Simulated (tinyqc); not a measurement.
Worked calculation: extended Hueckel theory, for HF+. The parameters take no account of the charge, which enters only through the electron count. One step of it, computed by the program tinyqc.

Question. Wolfsberg-Helmholz matrix. H_ij = K' S_ij (H_ii + H_jj)/2 for i != j (the diagonal keeps H_ii), with K' = 1.75.

overlap S, order 1F 2s, 1F 2px, 1F 2py, 1F 2pz, 2H 1s:
$$\begin{pmatrix}
1.000000 & 0.000000 & 0.000000 & 0.000000 & 0.434681 \\
0.000000 & 1.000000 & 0.000000 & 0.000000 & 0.000000 \\
0.000000 & 0.000000 & 1.000000 & 0.000000 & 0.000000 \\
0.000000 & 0.000000 & 0.000000 & 1.000000 & 0.362454 \\
0.434681 & 0.000000 & 0.000000 & 0.362454 & 1.000000
\end{pmatrix}$$

diagonal H_ii (eV): 1F 2s -40.000000, 1F 2px -18.100000, 1F 2py -18.100000, 1F 2pz -18.100000, 2H 1s -13.600000

K = 1.750000

Give: H.

Answer.

H (eV), order 1F 2s, 1F 2px, 1F 2py, 1F 2pz, 2H 1s:
$$\begin{pmatrix}
-40.0000 & 0.0000 & 0.0000 & 0.0000 & -20.3866 \\
0.0000 & -18.1000 & 0.0000 & 0.0000 & 0.0000 \\
0.0000 & 0.0000 & -18.1000 & 0.0000 & 0.0000 \\
0.0000 & 0.0000 & 0.0000 & -18.1000 & -10.0536 \\
-20.3866 & 0.0000 & 0.0000 & -10.0536 & -13.6000
\end{pmatrix}$$
